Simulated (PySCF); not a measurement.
Delta-SCF ions had no search for a lower state. 

H$_{3}$N, SMILES `N` (charge 0, multiplicity 1)

The numbers are results of TPSSh-D3(BJ)/def2-TZVP // PBE0-D3(BJ)/def2-TZVP (PySCF), not measurements.

```json
{
  "HOMO": "-6.70 eV",
  "dipole_moment": "1.68 D",
  "LUMO": "0.78 eV",
  "HOMO–LUMO gap": "7.48 eV",
  "vertical ionisation energy (Delta-SCF)": "10.67 eV",
  "adiabatic ionisation energy (no zero-point term)": "9.91 eV",
  "hole reorganisation energy (four-point)": "1.023 eV",
  "total_energy": "-56.5817 Ha",
  "cost": "about 19 core-seconds (a rough figure)"
}
```

Bond lengths (Å): N1–H2 1.012, N1–H3 1.012, N1–H4 1.012. Angles (°): H2–N1–H3 107.1, H2–N1–H4 107.1, H3–N1–H4 107.1.
Charge 0, spin multiplicity 1.
